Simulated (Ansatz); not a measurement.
Cohesive energy (eV/atom) along a series of related solids, from r²SCAN in Ansatz (PAW); PBE0 (Ansatz, a quantum-chemistry and plane-wave program, plane waves, PAW).

```tsv
solid	r²SCAN	PBE0
rock-salt KF	3.79	3.60
rock-salt KCl	3.31	3.16
rock-salt KBr	3.08	2.92
rock-salt KI	2.76	2.63
```

A member of the series is missing where a level wasn't run or failed, where a doubt is noted on the run or the magnetic state, for phases of high temperature or layered ones, and where values are held back for tests.

Spin–orbit coupling is left out, also for the solids with elements from indium on (rock-salt KI); its size isn't shown.

Free atoms are spin-polarised, in the lowest state found; at levels without +SOC their spin–orbit coupling is left out. Each level is taken at its own relaxed cell. Ansatz's density-functional and Hartree–Fock values are scalar-relativistic unless marked +SOC, with PAW data made under PBE.
